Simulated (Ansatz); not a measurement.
# Worked example: HGa–AsH2, quartet against HGa–AsH2, doublet

Geometry (PBE0/def2-TZVP stationary point of a doublet), kept for both states (HGa–AsH2, doublet: A; HGa–AsH2, quartet: A):

```csv
atom,x (Å),y (Å),z (Å)
Ga,-0.0199,0.0531,1.2765
As,0.0437,-0.0377,-1.1818
H,0.0593,-1.3466,2.0575
H,-1.2671,-0.8186,-1.1611
H,-0.6656,1.2964,-1.3511
```

Basis cc-pVDZ; Ansatz 0.2.0. Only valence electrons are correlated (noble-gas cores and the filled d shells of p-block atoms frozen). R marks a restricted (for open shells ROHF) determinant, U an unrestricted one. No spin–orbit coupling is included, and no scalar relativity.

Full CI isn't at hand for all of this; UCCSDT(Q) serves as the reference, and is uncertain by about the last step of the cluster series.

```
    level  E(HGa–AsH2, doublet) (hartree)  E(HGa–AsH2, quartet) (hartree)
      UHF                    -4159.105697                    -4158.990160
     UMP2                    -4159.267136                    -4159.135165
 UCCSD(T)                    -4159.308184                    -4159.178643
      PBE                    -4161.797680                    -4161.667629
   r2SCAN                    -4162.407688                    -4162.281138
UCCSDT(Q)                    -4159.309549                    -4159.180170
```

Q: Give the vertical gap, HGa–AsH2 quartet less HGa–AsH2 doublet, at each level in eV (1 hartree = 27.2114 eV), and each error against UCCSDT(Q).

A: UCCSDT(Q): (-4159.180170 − (-4159.309549)) × 27.2114 = 3.521 eV (the reference)
r2SCAN: (-4162.281138 − (-4162.407688)) × 27.2114 = 3.444 eV, error -0.077 eV
PBE: (-4161.667629 − (-4161.797680)) × 27.2114 = 3.539 eV, error 0.018 eV
UCCSD(T): (-4159.178643 − (-4159.308184)) × 27.2114 = 3.525 eV, error 0.004 eV
UMP2: (-4159.135165 − (-4159.267136)) × 27.2114 = 3.591 eV, error 0.070 eV
UHF: (-4158.990160 − (-4159.105697)) × 27.2114 = 3.144 eV, error -0.377 eV

Total energies of functionals can't be set beside those of wave-function methods, since they hold the core's correlation and their own absolute errors; only the differences compare.

In so small a basis the reference is far from its limit while semilocal and hybrid functionals are nearer theirs, so the functionals' errors here hold much of the reference's basis and frozen-core error, which can add to them or hide them.

Each level lands on the state that its own search finds. T1 diagnostics of restricted CCSD: 0.022 and 0.040.
